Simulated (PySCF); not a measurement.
Ionisation of 2-hexyne

Parent: `CC#CCCC` (C6H10). Optimised structure (Å), atoms numbered from 1:
```
C     3.0625    0.5758    0.3981
C     1.7772    0.1118   -0.1004
C     0.7096   -0.2816   -0.5201
C    -0.5883   -0.7329   -1.0119
C    -1.7717    0.0723   -0.4627
C    -1.9211   -0.0232    1.0458
H     3.4696    1.3823   -0.2319
H     3.8020   -0.2404    0.4146
H     2.9756    0.9665    1.4243
H    -0.7201   -1.7995   -0.7542
H    -0.5907   -0.6865   -2.1145
H    -1.6513    1.1269   -0.7616
H    -2.6897   -0.2875   -0.9568
H    -2.7700    0.5784    1.4038
H    -2.0907   -1.0641    1.3653
H    -1.0130    0.3357    1.5541
```

Computed at ωB97X-D3(BJ)/ma-def2-TZVP // PBE0-D3(BJ)/def2-SVP with PySCF (density fitting, grid level 2). The prefix ma- adds one diffuse s and one diffuse p function on all atoms but H. Thermal corrections: PBE0-D3(BJ)/def2-SVP frequencies, unscaled, ideal gas at 298.15 K and 1 bar, quasi-RRHO entropy.

Frontier levels of the parent: HOMO -9.47 eV, LUMO 1.09 eV.

Oxidation to the radical cation:
* Vertical ionisation energy (electronic): 9.35 eV
* Adiabatic ionisation energy (with zero-point energy): 9.11 eV
* Adiabatic, electronic part: 9.24 eV
* Vertical gap at the product's structure: 8.93 eV
* Inner reorganisation energy (four-point): 417 meV
* Relaxation of product / of parent: 111 / 306 meV
* ⟨S²⟩ of the product: 0.753
* Largest spin populations: C2 0.44, C3 0.37
* Largest changes of atomic charge: C3 0.28, C2 0.28, H (on C4) 0.09
* Distances that move most (Å): C3–C4 1.459 → 1.419; C2–C3 1.213 → 1.253; C1–C2 1.455 → 1.422; C4–H 1.105 → 1.123
* Potential in DMF: 6.89 V absolute, 2.35 V against Fc+/Fc computed at 4.54 V (solvation -12 → -224 kJ/mol)

Solvents are IEF-PCM continua (electrostatics only, gas-phase structures); absolute potentials refer to an electron at rest in vacuum. Fc+/Fc in DMF, 4.54 V, is ωB97X-D3(BJ)/ma-def2-TZVP on PBE0-D3(BJ)/def2-SVP structures with GFN2-xTB thermal terms. Benchmark calculations put it near 5.0 V in acetonitrile and DMSO, so it is about 0.5 V low, and the value against it can read up to that much too high.

Measured values (NIST Chemistry WebBook, evaluated or the median of agreeing entries): adiabatic ionisation energy 9.37 eV (computed 9.11, difference -0.26).
